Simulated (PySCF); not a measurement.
Simulated outer-valence photoelectron spectrum of `C#C[c+]1cc1`. Theory: EOM-IP-CCSD/aug-cc-pVDZ in PySCF, restricted Hartree–Fock reference, 5 core orbitals frozen, non-relativistic, gas phase, PBE0-D3(BJ)/def2-SVP geometry.

Each root has a Gaussian of 0.3 eV full width with its one-hole share as area; cross sections and vibrations are left out, and the highest printed point is 100.

ionisation energy (eV), intensity and a bar:
```
     15.9          2 #
     16.0         14 ####
     16.1         48 ###############
     16.2         93 ############################
     16.3         99 ##############################
     16.4         69 #####################
     16.5         66 ####################
     16.6         97 #############################
     16.7         97 #############################
     16.8         53 ################
     16.9         16 #####
     17.0          3 #
     17.1          0 
     17.2          0 
     17.3          0 
     17.4          0 
     17.5          0 
     17.6          0 
     17.7          0 
     17.8          0 
     17.9          0 
     18.0          0 
     18.1          0 
     18.2          0 
     18.3          0 
     18.4          0 
     18.5          0 
     18.6          0 
     18.7          0 
     18.8          0 
     18.9          0 
     19.0          0 
     19.1          0 
     19.2          0 
     19.3          0 
     19.4          0 
     19.5          0 
     19.6          0 
     19.7          0 
     19.8          0 
     19.9          0 
     20.0          0 
     20.1          0 
     20.2          1 
     20.3          6 ##
     20.4         29 #########
     20.5         74 ######################
     20.6        100 ##############################
     20.7         73 ######################
     20.8         29 #########
     20.9          6 ##
     21.0          1
```

Where are the maxima, and how many lines lie under the curve?

3 maxima, at 16.3, 16.7 and 20.6 eV, from 3 lines.

List the lines with their holes.

```json
{"E (eV)": "16.26", "leading hole (HF orbital)": "HOMO", "area": "0.96", "Koopmans (eV)": "16.32"}
{"E (eV)": "16.65", "leading hole (HF orbital)": "HOMO-1", "area": "0.96", "Koopmans (eV)": "16.45"}
{"E (eV)": "20.60", "leading hole (HF orbital)": "HOMO-2", "area": "0.94", "Koopmans (eV)": "20.85"}
```

The widest gap, 3.95 eV, lies between 16.65 and 20.60 eV. Only orbitals with −ε under 21 eV, eight at most, were ionised, so the high end of the curve may lack lines.
